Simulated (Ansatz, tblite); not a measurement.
# SiMeH3 (CH6Si): one state, many levels

The task here is to estimate one member of a computed series from the others.

The runs use Ansatz 0.2.0, Gaussian basis; as each input shows.

The runs, in order: GFN1-xTB, GFN2-xTB, PBE-D4/def2-TZVP, r2SCAN-D4/def2-TZVP, r2SCANh-D4/def2-TZVP, LDA/def2-TZVP, HF/def2-TZVP, B2PLYP/def2-TZVP, LC-ωPBE/def2-TZVP, r2SCAN0-D4/def2-TZVP, CAM-B3LYP-D4/def2-TZVP, PBE-D4/def2-SVP, PBE0-D4/def2-SVP, HF/6-31G, B3LYP-D4/6-31G, CCSD(T)/def2-TZVPP, MP2/def2-TZVP, RPA/def2-TZVP.

## The structure

The singlet was relaxed beforehand with r2SCAN-D4/def2-TZVP.

8 atoms, charge 0, spin multiplicity 1.

Bond lengths: Si1–C2 1.871 Å, Si1–H6 1.487 Å, Si1–H7 1.487 Å, Si1–H8 1.487 Å, C2–H3 1.092 Å, C2–H4 1.092 Å, C2–H5 1.092 Å. Angles: C2–Si1–H6 110.6°, C2–Si1–H7 110.6°, C2–Si1–H8 110.6°, H6–Si1–H7 108.3°, H6–Si1–H8 108.3°, H7–Si1–H8 108.3°, Si1–C2–H3 110.8°, Si1–C2–H4 110.8°, Si1–C2–H5 110.8°, H3–C2–H4 108.1°, H3–C2–H5 108.1°, H4–C2–H5 108.1°.

PBE0-D4/def2-TZVP was run before; its log isn't repeated, and its numbers join the tables.

Set-up of the first run:

Tight binding, by tblite at 300 K electronic temperature and without a spin-polarisation term:

```python
tblite.interface.Calculator('GFN1-xTB', numbers, positions, charge=0, uhf=0).singlepoint()
```

Tight binding, by tblite at 300 K electronic temperature and without a spin-polarisation term:

```python
tblite.interface.Calculator('GFN2-xTB', numbers, positions, charge=0, uhf=0).singlepoint()
```

start.molden holds the orbitals of an earlier run on this state, given as this run's starting guess.

Input file in.yaml:

```yaml
crystal:
  periodic: [false, false, false]
  atoms:
    - {symbol: Si, position_ang: [-0.001992, 0.003007, -0.884570]}
    - {symbol: C, position_ang: [0.002253, -0.003385, 0.986233]}
    - {symbol: H, position_ang: [-1.016919, 0.037160, 1.376847]}
    - {symbol: H, position_ang: [0.549449, 0.857726, 1.376100]}
    - {symbol: H, position_ang: [0.476889, -0.909051, 1.370156]}
    - {symbol: H, position_ang: [1.388130, -0.031142, -1.411617]}
    - {symbol: H, position_ang: [-0.667703, 1.227746, -1.402433]}
    - {symbol: H, position_ang: [-0.730108, -1.182061, -1.410715]}
basis:
  gaussian: {orbitals: def2-TZVP, initial_orbitals: start.molden}
hamiltonian: {xc: pbe, dispersion: d4}
scf: {omitted_lower_state_checks: [starts]}
output: {orbitals: {seedname: orbitals}}
```

On the command line:

```
$ ansatz run in.yaml --threads 4 --pin off --events-out ev --progress --plain --max-ram 3916MiB
```

Among the steps run: PBE-D4/def2-TZVP; r2SCAN-D4/def2-TZVP; r2SCANh-D4/def2-TZVP; LDA/def2-TZVP; HF/def2-TZVP; B2PLYP/def2-TZVP; LC-ωPBE/def2-TZVP; r2SCAN0-D4/def2-TZVP; CAM-B3LYP-D4/def2-TZVP; PBE-D4/def2-SVP; PBE0-D4/def2-SVP; HF/6-31G; B3LYP-D4/6-31G; CCSD(T)/def2-TZVPP; MP2/def2-TZVP; RPA/def2-TZVP.

One of the session's tables, all rows but one given; the rest of the session is left out.

| method | binding an atom (eV) |
| --- | --- |
| HF/6-31G | 2.424 |
| HF/def2-TZVP | ? |
| HF/def2-TZVPP | 2.651 |
| LDA/def2-TZVP | 3.737 |
| PBE-D4/def2-SVP | 3.380 |
| PBE-D4/def2-TZVP | 3.382 |
| r2SCAN-D4/def2-TZVP | 3.396 |
| r2SCANh-D4/def2-TZVP | 3.390 |
| B3LYP-D4/6-31G | 3.267 |
| PBE0-D4/def2-SVP | 3.375 |
| PBE0-D4/def2-TZVP | 3.375 |
| r2SCAN0-D4/def2-TZVP | 3.382 |
| CAM-B3LYP-D4/def2-TZVP | 3.419 |
| LC-ωPBE/def2-TZVP | 3.369 |
| MP2/def2-TZVP | 3.254 |
| CCSD/def2-TZVPP | 3.319 |
| CCSD(T)/def2-TZVPP | 3.342 |

**Question.** Estimate the row for HF/def2-TZVP.

The run gave: binding an atom (eV): 2.645. In the column «binding an atom (eV)» it lies between HF/6-31G (2.424) and HF/def2-TZVPP (2.651).

Among the levels timed on like hardware and quicker than the yardstick, those that no quicker one beats, quickest first: HF/def2-TZVP (0.2 s, -0.697 eV); LDA/def2-TZVP (0.3 s, +0.395 eV); B3LYP-D4/6-31G (0.4 s, -0.076 eV); PBE-D4/def2-TZVP (0.45 s, +0.039 eV); PBE0-D4/def2-SVP (0.55 s, +0.032 eV); PBE0-D4/def2-TZVP (0.65 s, +0.032 eV); LC-ωPBE/def2-TZVP (1.6 s, +0.027 eV).

Caveats from the session: Free atoms were run apart at each level; binding is atoms less cluster, divided by the number of atoms, without zero-point or spin-orbit terms. CCSD(T)/def2-TZVPP isn't at the basis-set limit; small misses against it rank nothing.
